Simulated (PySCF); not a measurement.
# TDDFT beside published excitation energies

Published values to compare with (the computed states carry no symmetry labels, so the two lists aren't matched line by line):

```json
{"state": "3Bu(π→π*)", "E (eV)": "3.22", "f": "", "kind of transition": "band maximum or as reported", "source": "[1]"}
{"state": "3Bu(π→π*)", "E (eV)": "3.32", "f": "", "kind of transition": "vertical absorption", "source": "[2]"}
{"state": "3Bu(π→π*)", "E (eV)": "3.36", "f": "", "kind of transition": "vertical absorption", "source": "[3]"}
{"state": "3Ag(π→π*)", "E (eV)": "4.91", "f": "", "kind of transition": "band maximum or as reported", "source": "[1]"}
{"state": "3Ag(π→π*)", "E (eV)": "5.17", "f": "", "kind of transition": "vertical absorption", "source": "[2]"}
{"state": "3Ag(π→π*)", "E (eV)": "5.20", "f": "", "kind of transition": "vertical absorption", "source": "[3]"}
{"state": "1Bu(π→π*)", "E (eV)": "5.92", "f": "", "kind of transition": "band maximum or as reported", "source": "[1]"}
{"state": "1Bg(π→3s)", "E (eV)": "6.21", "f": "", "kind of transition": "band maximum or as reported", "source": "[1]"}
{"state": "1Bu(π→π*)", "E (eV)": "6.22", "f": "0.664", "kind of transition": "vertical absorption", "source": "[3]"}
{"state": "3Bg(π→3s)", "E (eV)": "6.29", "f": "", "kind of transition": "vertical absorption", "source": "[3]"}
{"state": "1Bg(π→3s)", "E (eV)": "6.33", "f": "", "kind of transition": "vertical absorption", "source": "[3]"}
{"state": "1Ag(π→π*)", "E (eV)": "6.50", "f": "", "kind of transition": "vertical absorption", "source": "[3]"}
{"state": "1Ag(partial double)", "E (eV)": "6.51", "f": "", "kind of transition": "vertical absorption", "source": "[4]"}
{"state": "1Bu(π→π*)", "E (eV)": "6.58", "f": "", "kind of transition": "vertical absorption", "source": "[2]"}
{"state": "1Au(π→3p, first)", "E (eV)": "6.64", "f": "", "kind of transition": "band maximum or as reported", "source": "[1]"}
{"state": "1Au(π→3p)", "E (eV)": "6.64", "f": "0.001", "kind of transition": "vertical absorption", "source": "[3]"}
{"state": "1Ag(π→π*)", "E (eV)": "6.78", "f": "", "kind of transition": "vertical absorption", "source": "[2]"}
{"state": "1Au(π→3p, second)", "E (eV)": "6.80", "f": "", "kind of transition": "band maximum or as reported", "source": "[1]"}
{"state": "1Au(π→3p)", "E (eV)": "6.80", "f": "0.049", "kind of transition": "vertical absorption", "source": "[3]"}
{"state": "1Bu(π→3p)", "E (eV)": "7.07", "f": "", "kind of transition": "band maximum or as reported", "source": "[1]"}
{"state": "1Bu(π→3p)", "E (eV)": "7.68", "f": "0.055", "kind of transition": "vertical absorption", "source": "[3]"}
```

[1] measured, gas; Loos, Lipparini, Boggio-Pasqua, Scemama, Jacquemin (2019), arXiv:1912.04173, literature columns
[2] computed, CC3/TZVP, gas; arXiv:2401.06101 (2024), CC3 reference column of Thiel's set
[3] computed, theoretical best estimate (aug-cc-pVTZ, frozen core, CC3 geometry), gas; Veril, Scemama, Caffarel, Lipparini, Boggio-Pasqua, Jacquemin, Loos, WIREs Comput. Mol. Sci. 2021, 11, e1517 (QUESTDB)
[4] computed, theoretical best estimate (aug-cc-pVTZ), gas; Kossoski, Boggio-Pasqua, Loos, Jacquemin, double excitations: improvement and extension (2024), arXiv:2403.19597

Compound: 1,3-butadiene, C4H6.
SMILES with atom numbers: `[CH2:1]=[CH:2][CH:3]=[CH2:4]` (hydrogens: H5, H6 on C1; H7 on C2; H8 on C3; H9, H10 on C4)

Cartesian coordinates in Å at the GFN2-xTB level; atoms count from 1:
```
atom  x, y, z in Å
C1     1.7001    0.2071   -0.6537
C2     0.6905   -0.1849    0.1157
C3    -0.6879    0.1865   -0.1193
C4    -1.6982   -0.2065    0.6487
H5     1.5412    0.8378   -1.5131
H6     2.7172   -0.0846   -0.4563
H7     0.8726   -0.8181    0.9744
H8    -0.8700    0.8204   -0.9777
H9    -2.7155    0.0846    0.4502
H10   -1.5412   -0.8376    1.5085
```

Computed, not measured: TDDFT CAM-B3LYP/def2-SVPD, vertical, gas phase, core orbitals frozen in the response in PySCF 2.14.0, density-fitted response routines.

Computed singlets: 6.02 eV (f 0.717); 6.87 eV (f 0.000); 7.12 eV (f 0.000); 7.35 eV (f 0.065); 7.44 eV (f 0.000); 7.47 eV (f 0.000); 8.27 eV (f 0.000); 8.36 eV (f 0.000). Computed triplets (Tamm–Dancoff): 3.27, 5.16, 6.78 eV.

**Question.** How does the lowest computed singlet compare with the best estimate listed for the lowest singlet (vertical absorption)?

**Answer.** 6.02 eV against 6.22 eV for 1Bu(π→π*) [3]: a difference of -0.20 eV. Geometry and basis of the two calculations needn't be the same.

**Question.** How does the lowest computed triplet compare with the best estimate listed for the lowest triplet (vertical absorption)?

**Answer.** 3.27 eV against 3.36 eV for 3Bu(π→π*) [3]: a difference of -0.09 eV. Geometry and basis of the two calculations needn't be the same.

Note on [4]: supersedes the 2021 QUESTDB value where one exists.

A measured band maximum holds vibronic effects and, in solution, solvent shifts, so it needn't equal the vertical energy.

States of double-excitation character are out of reach of adiabatic linear-response TDDFT and have no counterpart, or a poor one, in the computed list.

Hardware: Arm Neoverse V2, one thread (shared host). Cost: 8.7 s wall.

One conformer stands for the species.
